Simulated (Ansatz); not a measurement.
# How far each method lies from RCCSDT(Q) for PF$_{2}$⁺, singlet

Geometry: that of the PF2, doublet, kept fixed.

```xyz
3

F     0.0000   -0.4633    1.2022
P     0.0000    0.5683    0.0000
F     0.0000   -0.4633   -1.2022
```

Basis cc-pVDZ; Ansatz 0.2.0. Correlated methods freeze the noble-gas cores, which leaves 18 electrons in 39 orbitals. Prefix R: restricted or restricted open-shell reference. Active spaces: valence = (14e, 10o, short of the full valence) chosen from the atoms' valence shells.

Full CI isn't at hand for all of this; RCCSDT(Q) serves as the reference, and is uncertain by about the last step of the cluster series.

```
UHF ⟨S²⟩                          : 0.000
T1 diagnostic (RCCSD)             : 0.0223
largest doubles amplitude (RCCSD) : 0.085
```

```csv
level,E − E(RCCSDT(Q)) (kJ/mol),share of correlation (%),wall time
RHF,1339.2,0.00,–
RMP2,67.2,94.98,–
CISD,168.2,87.44,7 s
RCCSD,41.8,96.88,–
RCCSD(T),6.5,99.52,2 s
BCCD(T),4.9,99.63,2.4 s
RCCSDT,4.3,99.68,–
CASSCF (valence space),1068.8,20.19,–
NEVPT2 (valence space),131.3,90.20,13 s
MRCISD (valence space),100.4,92.50,–
MRCISD+Q (valence space),19.5,98.54,31 s
MRCISD+Q(relaxed) (valence space),11.2,99.16,40 s
```

The correlation energy at RCCSDT(Q), counted from RHF, is -13.879 eV. That run took 39 s on 1 thread of Intel Xeon, shared host.

Times hold each run's SCF and search for its determinant on a shared host, so for small cases they say little of a method's own cost; they ran on 1 thread of Intel Xeon.

Natural occupations of CASSCF (valence space) about the gap: 1.993 1.984 1.978 1.974 1.972 0.040 0.037 0.030; effectively unpaired electrons, Σ n²(2−n)², 0.02.
